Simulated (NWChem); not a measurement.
Correlation energy of hydrogen sulfide (H2S)

```
S
H 1 1.3608
H 1 1.3608 2 91.41
```
Charge 0, spin multiplicity 1.

All runs are NWChem calculations. Structure: optimised with PBE/def2-SVP, a minimum by its harmonic frequencies.

Basis set: cc-pVTZ. Each correlation energy counts from its own Hartree-Fock reference.

The correlated methods keep 5 core orbitals frozen. No row is a measurement; the coupled-cluster row has its own basis-set and correlation limits.

```json
[
 {"method": "RI-MP2", "correlation energy (mHa)": "-191.0"},
 {"method": "MP2", "correlation energy (mHa)": "-191.1"},
 {"method": "SCS-MP2", "correlation energy (mHa)": "?"},
 {"method": "CR-CCSD[T]", "correlation energy (mHa)": "-222.0"},
 {"method": "CR-CCSD(T)", "correlation energy (mHa)": "-221.9"},
 {"method": "CCSD", "correlation energy (mHa)": "?"},
 {"method": "CCSD+T(CCSD)", "correlation energy (mHa)": "-223.2"},
 {"method": "CCSD(T)", "correlation energy (mHa)": "-223.1"}
]
```

Task: Fill in the missing entries.

Result: 
- SCS-MP2, correlation energy (mHa): -195.2
- CCSD, correlation energy (mHa): -215.1
